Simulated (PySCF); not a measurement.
# Reproducing measurements on C5H9N

**Experimental background.**

NIST CCCBDB Release 22 (SRD 101), experimental dipoles lists, for the gas: dipole moment (microwave Stark effect) 3.95 D.

How close the calculation comes is told at the end.

Species: C5H9N.
Numbering: `[CH3:1][C:2]([CH3:3])([CH3:4])[C:5]#[N:6]` (hydrogens: H7, H8, H9 on C1; H10, H11, H12 on C3; H13, H14, H15 on C4)

Structure used (GFN2-xTB), in Å, numbered top down from 1:
```
atom  x, y, z in Å
C1     0.501    1.326    0.440
C2    -0.064   -0.072    0.163
C3    -1.239    0.007   -0.819
C4     1.032   -0.996   -0.383
C5    -0.550   -0.626    1.412
N6    -0.933   -1.063    2.396
H7    -0.270    1.978    0.846
H8     1.319    1.275    1.156
H9     0.875    1.762   -0.485
H10   -1.656   -0.982   -0.999
H11   -0.900    0.419   -1.767
H12   -2.027    0.644   -0.424
H13    1.856   -1.073    0.324
H14    0.639   -1.994   -0.562
H15    1.414   -0.598   -1.321
```

The PySCF runs (gas phase, on this GFN2-xTB geometry; no spin–orbit coupling):

| level | job | basis functions | wall time |
| --- | --- | --- | --- |
| PBE0/pcSseg-1 | shieldings, charges and field gradients | 147 | 15 s |

Hardware: one thread of an Arm Neoverse V1, on a shared host.

## Comparison

**Dipole moment.** Measured: 3.95 D (NIST CCCBDB Release 22 (SRD 101), experimental dipoles).

| level | computed (D) | computed − measured (D) | % (from the printed values) |
| --- | --- | --- | --- |
| PBE0/pcSseg-1 | 4.07 | +0.12 | +3 |

The computed dipoles belong to one fixed geometry; measured ones are averaged over vibrations unless marked μe. Magnitudes are compared, not signs.

The geometry is computed, not the measured one. Where a level misses, the cause wasn't examined.
